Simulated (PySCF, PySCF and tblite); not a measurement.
A run on one conformer of C4H10O, numbered as in [CH3:1][CH2:2][C@@H:3]([CH3:4])[OH:5], from an ensemble study. The sound level was CAM-B3LYP/pcSseg-1 on PBE0-D3(BJ)/def2-SVP geometries.

Input:

```
{"job": {"xc": "CAM-B3LYP", "basis": "pcSseg-1", "scf": {"max_cycle": 5}, "kind": "nmr", "pop": false}, "charge": 0, "multiplicity": 1}
C      1.881877    -0.429410     0.169144
C      0.489524    -0.385384    -0.436407
C     -0.510434     0.396189     0.412248
C     -1.882716     0.478323    -0.236253
O     -0.594964    -0.126734     1.720367
H      2.557315    -1.078493    -0.407637
H      1.835897    -0.804367     1.201898
H      2.331448     0.575722     0.204720
H      0.519664     0.052749    -1.448532
H      0.099702    -1.413161    -0.567010
H     -0.121353     1.420947     0.547739
H     -1.842259     0.993872    -1.207784
H     -2.290807    -0.531867    -0.412714
H     -2.581600     1.019241     0.417973
H     -0.950366    -1.020584     1.650944
```

Command: OMP_NUM_THREADS=1 python ens_run.py task.json out

Output:

```
final grid: 109760 points
cycle   1  E = -233.4441671035  dE =  4.523e-01  |g| = 6.499e-01  |ddm| = 3.089e+00
cycle   2  E = -233.4256236799  dE =  1.854e-02  |g| = 7.628e-01  |ddm| = 9.454e-01
cycle   3  E = -233.5237407187  dE = -9.812e-02  |g| = 5.983e-02  |ddm| = 5.389e-01
cycle   4  E = -233.5243522586  dE = -6.115e-04  |g| = 2.429e-02  |ddm| = 4.977e-02
cycle   5  E = -233.5244912860  dE = -1.390e-04  |g| = 4.062e-03  |ddm| = 2.103e-02
SCF not converged, last energy = -233.5244912860
```

Question: What is wrong with this calculation?

Answer: The setting at fault: too few SCF cycles. No converged result was reached.
